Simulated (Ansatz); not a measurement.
Reaction (SMILES): C=O (CH2-O) + 2 [H][H] (H2) → C (CH4) + O (H2O)
B3LYP-D3(BJ)/def2-TZVP geometries, fixed; electronic energies without zero-point terms.

Basis-set convergence of the energy of full hydrogenation at PBE with Ansatz (a program for electronic structure). All functions are spherical. The program fits the integrals of some runs and decomposes those of others, by size. No added dispersion term, no relativity. Functions are those of the species that has most. Reference: the value in aug-pcseg-3, -59.20 kcal/mol, itself unsure by roughly 0.05 kcal/mol (its mean distance from aug-cc-pVQZ, def2-QZVPPD, pcseg-3). Deviations are taken from unrounded values.

```csv
basis,functions,energy of full hydrogenation (kcal/mol),minus reference (kcal/mol)
cc-pVDZ,38,-51.87,7.33
aug-cc-pVDZ,64,-61.74,-2.54
cc-pVTZ,88,-56.54,2.66
jun-cc-pV(T+d)Z,106,-59.33,-0.14
aug-cc-pVTZ,138,-59.38,-0.18
cc-pVQZ,175,-57.83,1.37
aug-cc-pVQZ,264,-59.26,-0.06
```

The smallest set listed that lies within 1 kcal/mol of the reference with all its larger relatives (same family, alike in diffuse functions; a set with none counts only in the reference's own line) is jun-cc-pV(T+d)Z (106 functions, -0.14 kcal/mol off).
